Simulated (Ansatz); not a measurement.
Computed with Ansatz on PBE0-D4/def2-TZVP structures; ΔE is electronic, products minus reactants. CCSD(T)/CBS is the MP2 limit (def2-TZVPP, def2-QZVPP) plus CCSD(T) − MP2 in def2-TZVPP, frozen cores. This one scheme is used for every species. Functionals use def2-TZVPP. B3LYP here is the variant with VWN-RPA as its local correlation; programs differ in this. One conformer a species, not always the lowest.

Consider the substitution at a C–C bond: `C#CC(C)C` + CH₃OH → `C#CC(C)OC` + CH₄.

| level | ΔE (eV) |
| --- | --- |
| PBE0-D4 | 0.20 |
| B3LYP-D4 | 0.14 |
| ωB97M-V | 0.18 |
| r2SCAN | 0.14 |
| B3LYP | 0.16 |
| CCSD(T)/def2-TZVPP | 0.19 |
| MP2/CBS(def2) | 0.26 |
| CCSD/CBS(def2) | 0.24 |

What does CCSD(T)/CBS give? (Best estimate.)

The calculation gave: +0.22 eV. The listed levels differ from it by -0.02, -0.08, -0.04, -0.08, -0.06, -0.03, 0.04, 0.02 eV.

Largest T1 diagnostic among the species: 0.011.

From PBE to PBE0 (25 % exact exchange), in def2-TZVPP and without D4, ΔE moves by +0.04 eV.
